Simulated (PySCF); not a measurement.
Identify the unknown among the candidates.

All candidates are C5H10.

| technique | computed result |
| --- | --- |
| UV, strongest line | among the 8 lowest singlet transitions: S5 at 9.19 eV (135 nm, f = 0.065) [TDDFT CAM-B3LYP/def2-SVPD] |
| Triplet | lowest triplet excitation (Tamm–Dancoff): 8.25 eV [TDA CAM-B3LYP/def2-SVPD] |
| UV, first state | lowest singlet excitation: 8.51 eV (146 nm, f = 0.000) [TDDFT CAM-B3LYP/def2-SVPD] |
| Dipole | 0.02 D [CAM-B3LYP/def2-SVPD] |
| Polarisability | 57.2 au [CAM-B3LYP/def2-SVPD] |
| Rotational structure | rotational constants A, B, C: 6.583, 6.578, 3.811 GHz [GFN2-xTB] |

Gas-phase values; electronic properties from PySCF, density fitting. Levels stand in brackets. Isolated species at its GFN2-xTB geometry (one conformer only).

Task: Which candidate is it?
A. `C=CCCC` (1-pentene)
B. `CC=C(C)C` (2-methyl-2-butene)
C. `C1CCCC1` (cyclopentane)

Result: C. It is `C1CCCC1`. Numbering: `[CH2:1]1[CH2:2][CH2:3][CH2:4][CH2:5]1`. Its formula, C5H10, gives 1 degree of unsaturation: 1 ring and 0 π bonds in the structure found. The optimised geometry has point group C2 and is an asymmetric top.

The others, at the same levels:
- `C=CCCC` fails: its computed lowest singlet excitation is 7.35 eV (169 nm, f = 0.038) (against 8.51 eV), lowest triplet excitation (Tamm–Dancoff) is 4.51 eV (against 8.25 eV) and strongest line among the 8 lowest singlet transitions is S2 at 7.52 eV (165 nm, f = 0.466) (against S5 at 9.19 eV).
- `CC=C(C)C` fails: its computed lowest singlet excitation is 6.44 eV (193 nm, f = 0.000) (against 8.51 eV), lowest triplet excitation (Tamm–Dancoff) is 4.43 eV (against 8.25 eV) and strongest line among the 8 lowest singlet transitions is S2 at 7.26 eV (171 nm, f = 0.525) (against S5 at 9.19 eV).

Each candidate is one conformer, not necessarily the lowest. Dipoles, sizes and rotational constants follow the conformer. The torsions of the flexible species, by atom-mapped SMILES:
- `[CH2:1]=[CH:2][CH2:3][CH2:4][CH3:5]`: C1–C2–C3–C4 118°, C2–C3–C4–C5 180°
